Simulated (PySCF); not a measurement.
# AlH: one state, many levels of theory

State: ¹Σ⁺ (singlet), closed shell. Set-up: PySCF, no relativity, basis sets Al def2-TZVPPD, H def2-TZVPPD. De refers to Al + H in their high-spin ground configurations, without counterpoise correction. A positive dipole means Al(−)H(+).

| Level | Re (Å) | ωe (cm⁻¹) | De (eV) | μ (D) | CPU s a point (SCF and correlation, without the integrals) |
| --- | --- | --- | --- | --- | --- |
| RHF | 1.647 | 1727 | 2.28 | 0.10 | 0.19 |
| RHF-MP2 | 1.646 | 1715 | 3.00 | n/a | 0.27 |
| RHF-SCS-MP2 | 1.646 | 1712 | 3.13 | n/a | n/a |
| RHF-CCSD | 1.651 | 1685 | 3.14 | n/a | n/a |
| RHF-CCSD(T) | 1.652 | 1678 | 3.15 | n/a | 2 |
| PBE | 1.679 | 1584 | 3.01 | -0.22 | 0.76 |
| revPBE | 1.682 | 1581 | 2.98 | -0.21 | 0.49 |
| PW91 | 1.675 | 1593 | 3.04 | -0.23 | 0.51 |
| BLYP | 1.673 | 1585 | 3.14 | -0.33 | 0.47 |
| r²SCAN | 1.661 | 1640 | 3.03 | -0.05 | 0.94 |
| B3LYP | 1.660 | 1637 | 3.17 | -0.24 | 1 |
| PBE0 | 1.664 | 1643 | 3.00 | -0.11 | 1.8 |
| r²SCAN0 | 1.654 | 1672 | 3.00 | -0.04 | 1.1 |
| ωB97X | 1.653 | 1676 | 3.16 | -0.03 | 1.1 |

Question: Which functional lies closest to RHF-CCSD(T) in De, which farthest, and by how much do they differ from it?

Answer: Closest is BLYP (+2.1 pm in Re, -5.5 % in ωe, -0.01 eV in De against RHF-CCSD(T) in the same basis), farthest revPBE (+3.0 pm in Re, -5.8 % in ωe, -0.17 eV in De). CCSD(T) converges more slowly with the basis than the functionals do and binds too weakly in this one, so the order can change at the basis-set limit.

Question: What does a quarter of exact exchange do here, going from PBE to PBE0?

Answer: PBE0 less PBE: -1.5 pm in Re, +3.7 % in ωe, -0.01 eV in De. Exact exchange removes part of the self-interaction that spreads semilocal densities, and in most molecules shortens and stiffens the bond and lowers De; so it does here.

Question: What does a quarter of exact exchange do here, going from r²SCAN to r²SCAN0?

Answer: r²SCAN0 less r²SCAN: -0.7 pm in Re, +2.0 % in ωe, -0.03 eV in De. Exact exchange removes part of the self-interaction that spreads semilocal densities, and in most molecules shortens and stiffens the bond and lowers De; so it does here.

Correlated steps freeze 5 core orbitals. Where the molecule has an RHF reference, its open-shell atoms are computed with UHF.

The whole job (state search and all levels along the bond) took about 2.5 min on 1 thread of Intel Xeon Platinum 8259CL @ 2.50GHz (shared host), peak memory 1.1 GiB.
